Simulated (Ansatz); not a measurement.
CaB6-type LaB6, treated with r²SCAN (PAW; Ansatz, an electronic-structure program).

Settings: plane-wave cutoff 560 eV, 14×14×14 k mesh, Fermi–Dirac smearing 0.05 eV, scalar-relativistic PAW data made under PBE.

Cell (relaxed at this level):

```cif
data_B6La
_chemical_formula_sum 'La1 B6'
_space_group_name_H-M_alt 'Pm-3m'
_space_group_IT_number 221
_space_group_name_Hall '-P 4 2 3'
_cell_length_a 4.15263
_cell_length_b 4.15263
_cell_length_c 4.15263
_cell_angle_alpha 90.000
_cell_angle_beta 90.000
_cell_angle_gamma 90.000
loop_
_atom_site_label
_atom_site_type_symbol
_atom_site_symmetry_multiplicity
_atom_site_Wyckoff_symbol
_atom_site_fract_x
_atom_site_fract_y
_atom_site_fract_z
_atom_site_occupancy
La1 La 1 a 0.00000 0.00000 0.00000 1
B1 B 6 f 0.20002 0.50000 0.50000 1
```

### Question
What does this level give for the bulk modulus B0 and pressure derivative B′ of the bulk modulus?

### Answer

- bulk modulus B0 = 180 GPa
- pressure derivative B′ of the bulk modulus = 3.7

The run finds no gap.

Measured, for comparison: bulk modulus 164 ± 2 GPa (room temperature, no zero-point or thermal correction, isothermal; as tabulated in LaB6 under pressure, Phys. Rev. B 80, 172104 (doi 10.1103/PhysRevB.80.172104)). Computed (rounded) less measured: bulk modulus +10 %. A static lattice is as a rule a little smaller and stiffer than an uncorrected measurement, which narrows the difference in the bulk modulus and would widen misses of the other sign.

Note: the bulk modulus comes from volumes at which shape and atoms were relaxed.

Spin–orbit coupling is not included.

The computed numbers hold no vibrational or temperature effects.
